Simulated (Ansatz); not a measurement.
# Down a group: atomization energies of HB–OH, HAl–OH

Ansatz 0.2.0, basis cc-pVDZ; geometries are PBE0/def2-TZVP minima. Wave-function levels freeze the cores; HF, MP2 and coupled cluster are restricted for singlets and unrestricted otherwise, atoms included. The reference is CCSDT(Q) (coupled cluster only where its series has nearly closed). An error is the level's value less the reference. None of these values is a measured one. Energies are electronic, without zero-point terms. The set is small: it underbinds, by tens of kJ/mol for each bond, so near ties and functionals' places can change in larger sets. No spin–orbit coupling and no scalar relativity. The species are chosen: bound, without strong static correlation by their natural occupations or amplitudes, in their lowest spin state as far as vertical gaps and like structures tell, and with a ladder that closes on the reference, so errors are smaller than for species at large; levels whose determinant breaks symmetry or spin markedly are left out.

```tsv
species	bonds (Å)	quantity	symmetry of the states	reference	value (kJ/mol)	error HF	error MP2	error CCSD	error CCSD(T)	error CCSDT
HB–OH, doublet	B–O 1.333, B–H 1.201, O–H 0.961, angles at O 115°, angles at B 121°	atomization	A'	CCSDT(Q)	1246.7	-266.0	38.0	-14.3	-1.7	-1.5
HAl–OH, doublet	O–Al 1.700, Al–H 1.613, O–H 0.957, angles at O 125°, angles at Al 118°	atomization	A'	CCSDT(Q)	1017.0	-250.2	30.8	-11.8	-1.8	-1.7
```

The reference falls from B to Al, by 229.7 kJ/mol in all.
